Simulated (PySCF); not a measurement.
**Cl, Cl⁺, Cl²⁺: ionisation energies in def2-QZVPPD**

Aim: the ionisation energy of chlorine from differences of total energies, at each level of theory, and how far each lands from the tabulated value where there is one.

Method: unrestricted determinants in a Gaussian basis, no spin-orbit coupling in the energies. Code: PySCF 2.14.0.

## (1) The atom as given

```
Element                                   : chlorine (Z = 17)
Basis                                     : def2-QZVPPD (10s7p5d2f1g, 79 functions)
Hamiltonian                               : the non-relativistic Hamiltonian (point nucleus)
State 1                                   : Cl: [Ne] 3s2 3p5, 2P determinant
State 2                                   : Cl⁺: [Ne] 3s2 3p4, high-spin 3P determinant
State 3                                   : Cl²⁺: [Ne] 3s2 3p3, high-spin 4S determinant
Methods                                   : CCSD(T)
Core shells frozen in the correlated runs : valence and next inner shell: 1s2 (for Cl)
```

The outer shells:

Cl [Ne] 3s2 3p5
```
[Ne] core
3s [↑↓]
3p [↑↓][↑↓][↑ ]
```

Cl+ [Ne] 3s2 3p4
```
[Ne] core
3s [↑↓]
3p [↑↓][↑ ][↑ ]
```

Cl2+ [Ne] 3s2 3p3
```
[Ne] core
3s [↑↓]
3p [↑ ][↑ ][↑ ]
```

One driver process ran all states and methods and kept the integrals in memory. Each run is shown as a PySCF script that sums up its settings (the driver passes frozen orbitals as a list and adds second-order terms of double hybrids); the logs are those of the runs themselves. The driver starts from symmetry-adapted Hartree-Fock orbitals, holds the occupation by maximum overlap and uses a logarithmic radial grid for functionals, so a plain start would take other cycles.

The integrals over 79 functions and the set-up took 0.56 s of CPU time.

## (2) Cl: CCSD(T) (valence and next inner shell)

Level: CCSD(T) (valence and next inner shell).

input.py reads:

```python
from pyscf import gto, scf, dft, mp, cc
import basis_set_exchange as bse
mol = gto.M(atom="Cl 0 0 0", charge=0, spin=1, symmetry="D2h",
            basis=gto.basis.parse(bse.get_basis("def2-QZVPPD", elements=["Cl"], fmt="nwchem")))
mf = scf.UHF(mol)
mf.irrep_nelec = {'Ag': (3, 3), 'B1u': (2, 2), 'B2u': (2, 2), 'B3u': (2, 1)}
mf.kernel()
mycc = cc.CCSD(mf, frozen=1).run()
mycc.ccsd_t()
```

## (3) Cl⁺, at CCSD(T) (valence and next inner shell)

Level: CCSD(T) (valence and next inner shell).

input.py reads:

```python
from pyscf import gto, scf, dft, mp, cc
import basis_set_exchange as bse
mol = gto.M(atom="Cl 0 0 0", charge=1, spin=2, symmetry="D2h",
            basis=gto.basis.parse(bse.get_basis("def2-QZVPPD", elements=["Cl"], fmt="nwchem")))
mf = scf.UHF(mol)
mf.irrep_nelec = {'Ag': (3, 3), 'B1u': (2, 1), 'B2u': (2, 2), 'B3u': (2, 1)}
mf.kernel()
mycc = cc.CCSD(mf, frozen=1).run()
mycc.ccsd_t()
```

## (4) Cl²⁺, at CCSD(T) (valence and next inner shell)

Level: CCSD(T) (valence and next inner shell).

input.py reads:

```python
from pyscf import gto, scf, dft, mp, cc
import basis_set_exchange as bse
mol = gto.M(atom="Cl 0 0 0", charge=2, spin=3, symmetry="D2h",
            basis=gto.basis.parse(bse.get_basis("def2-QZVPPD", elements=["Cl"], fmt="nwchem")))
mf = scf.UHF(mol)
mf.irrep_nelec = {'Ag': (3, 3), 'B1u': (2, 1), 'B2u': (2, 1), 'B3u': (2, 1)}
mf.kernel()
mycc = cc.CCSD(mf, frozen=1).run()
mycc.ccsd_t()
```

**Question.** What will these runs give?

The runs gave:

| quantity | value |
| --- | --- |
| ionisation energy, Cl | UHF 11.764, CCSD(T) (valence and next inner shell) 12.879 eV; reference 12.974 |
| ionisation energy, Cl⁺ | UHF 22.593, CCSD(T) (valence and next inner shell) 23.657 eV; reference 23.771 |

Accuracy by level (over 2 differences):

```
                                method  mean absolute miss against the measured values (with the measured fine structure taken into account where it is known) (eV)
                                   UHF                                                                                                                        1.194
    MP2 (valence and next inner shell)                                                                                                                        0.196
SCS-MP2 (valence and next inner shell)                                                                                                                        0.139
   CCSD (valence and next inner shell)                                                                                                                        0.151
CCSD(T) (valence and next inner shell)                                                                                                                        0.105
```

What this shows: Against experiment CCSD(T) (valence and next inner shell) comes closest (mean absolute error over 2 measured values 0.10 eV) and UHF is farthest (1.19 eV). Hartree-Fock falls short because the species with more electrons holds more correlation energy, which it lacks. All values hold for this basis alone; no basis-set limit was taken.
